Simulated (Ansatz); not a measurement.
# CH2Cl− (SMILES [CH2-]Cl): single points off equilibrium

Aim: energy, forces and dipole at a structure displaced at random from a GFN2-xTB minimum, from CCSD(T) and from density functionals.

Method: single points in def2-TZVPPD; program: Ansatz 0.2.0, Gaussian basis.

Cores are frozen in the correlated methods.

## Step 1: The system as given

SMILES `[CH2-]Cl`, 4 atoms, charge -1, spin multiplicity 1.

Atoms are counted from 1 here; the program's logs count them from 0.

Bond lengths: C1–Cl2 1.845 Å, C1–H3 1.067 Å, C1–H4 1.092 Å. Angles: Cl2–C1–H3 99.1°, Cl2–C1–H4 102.8°, H3–C1–H4 102.4°.

As a file:

```xyz
4
charge -1, multiplicity 1
C     0.3402   -0.3283    0.1695
Cl   -0.4351    1.2469    0.7379
H    -0.5441   -0.8701   -0.0835
H     0.7404   -0.0616   -0.8105
```

## Step 2: CCSD(T)/def2-TZVPPD

Contents of run/in.yaml:

```yaml
crystal:
  periodic: [false, false, false]
  atoms:
    - {symbol: C, position_ang: [0.340200, -0.328300, 0.169500]}
    - {symbol: Cl, position_ang: [-0.435100, 1.246900, 0.737900]}
    - {symbol: H, position_ang: [-0.544100, -0.870100, -0.083500]}
    - {symbol: H, position_ang: [0.740400, -0.061600, -0.810500]}
basis:
  gaussian: {orbitals: "def2-TZVPPD.json"}
total_charge: -1
correlation: {method: ccsd_t}
output: {forces: true}
```

The basis file named in the input lies beside it (Basis Set Exchange, JSON).

No record of the launch command was kept for these runs.

## Step 3: PBE0-D4/def2-TZVPPD

Changes to run/in.yaml since step 2:

```diff
@@ -10,3 +10,3 @@
 total_charge: -1
-correlation: {method: ccsd_t}
-output: {forces: true}
+hamiltonian: {xc: pbe0, dispersion: d4}
+output: {forces: true, orbitals: {seedname: orbitals}}
```

## Step 4: wB97M-V/def2-TZVPPD

Changes to run/in.yaml since step 3:

```diff
@@ -10,3 +10,3 @@
 total_charge: -1
-hamiltonian: {xc: pbe0, dispersion: d4}
-output: {forces: true, orbitals: {seedname: orbitals}}
+hamiltonian: {xc: {name: wB97M-V}}
+output: {forces: true}
```

## Step 5: r2SCAN-D4/def2-TZVPPD

Changes to run/in.yaml since step 4:

```diff
@@ -10,3 +10,3 @@
 total_charge: -1
-hamiltonian: {xc: {name: wB97M-V}}
+hamiltonian: {xc: r2scan, dispersion: d4}
 output: {forces: true}
```

## Step 6: PBE-D4/def2-TZVPPD

Changes to run/in.yaml since step 5:

```diff
@@ -10,3 +10,3 @@
 total_charge: -1
-hamiltonian: {xc: r2scan, dispersion: d4}
+hamiltonian: {xc: pbe, dispersion: d4}
 output: {forces: true}
```

## Step 7: BHLYP-D4/def2-TZVPPD

Changes to run/in.yaml since step 6:

```diff
@@ -10,3 +10,3 @@
 total_charge: -1
-hamiltonian: {xc: pbe, dispersion: d4}
+hamiltonian: {xc: {name: BHLYP}, dispersion: d4}
 output: {forces: true}
```

## Step 8: r2SCAN0-D4/def2-TZVPPD

Changes to run/in.yaml since step 7:

```diff
@@ -10,3 +10,3 @@
 total_charge: -1
-hamiltonian: {xc: {name: BHLYP}, dispersion: d4}
+hamiltonian: {xc: {name: r2SCAN0}, dispersion: d4}
 output: {forces: true}
```

(Steps that only read results are left out.)

Before running it: what results should come out? Wanted: RMS force component; RMS force error; HOMO and LUMO, PBE0-D4; T1 diagnostic.

**Answer**, as computed:

```
              quantity                                                                                               value
   RMS force component                                                                0.474 to 0.671 eV/Å over the methods
       RMS force error  PBE0-D4 0.128, wB97M-V 0.079, r2SCAN-D4 0.036, PBE-D4 0.142, BHLYP-D4 0.203, r2SCAN0-D4 0.125 eV/Å
HOMO and LUMO, PBE0-D4                                                                                    0.92 and 4.35 eV
         T1 diagnostic                                                                                               0.011
```

In words: For forces r2SCAN-D4 does best and BHLYP-D4 worst. Frozen-core CCSD(T) forces in triple zeta carry basis errors of their own, and this is one geometry, so small gaps rank nothing.
